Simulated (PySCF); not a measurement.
# Worked example: correlation energy of H$_{2}$Si–F⁺, singlet

Geometry: that of the H2Si–F, doublet, kept fixed.

```json
{"atom": "Si", "x (Å)": "0.0000", "y (Å)": "0.0000", "z (Å)": "0.5931"}
{"atom": "F", "x (Å)": "0.0000", "y (Å)": "0.0000", "z (Å)": "-1.0064"}
{"atom": "H", "x (Å)": "0.0000", "y (Å)": "1.3214", "z (Å)": "1.2216"}
{"atom": "H", "x (Å)": "0.0000", "y (Å)": "-1.3214", "z (Å)": "1.2216"}
```

Basis cc-pVDZ; PySCF 2.14.0. Only valence electrons are correlated (noble-gas cores frozen), which leaves 12 electrons in 36 orbitals. Prefix R: restricted or restricted open-shell reference.

Full CI isn't at hand for all of this; RCCSDT(Q) serves as the reference, and is uncertain by the last step of the cluster series or more.

RCCSD has a T1 diagnostic of 0.018 and a largest doubles amplitude of 0.04.

```csv
level,total energy (hartree)
RHF,-389.251713
RMP2,-389.522991
RCCSD,-389.540047
RCCSD(T),-389.545493
RCCSDT,-389.546057
RCCSDT(Q),-389.546659
```

Question: What is the correlation energy at RCCSDT(Q), and what share of it do RMP2 and RCCSDT recover?

Answer: E(corr) = -389.546659 − (-389.251713) = -0.294946 hartree = -8.026 eV. RMP2: -0.271278 / -0.294946 = 91.98 %. RCCSDT: -0.294344 / -0.294946 = 99.80 %.

Question: By how many kcal/mol does RCCSD(T) miss RCCSDT(Q) (1 hartree = 627.509 kcal/mol), and which steps make up the rest?

Answer: -389.545493 − (-389.546659) = 0.001166 hartree = 0.73 kcal/mol. Steps: RCCSDT − RCCSD(T) = -0.35, RCCSDT(Q) − RCCSDT = -0.38 kcal/mol. That is within 1 kcal/mol of the reference in this basis, which itself misses far more of the correlation at the basis-set limit.
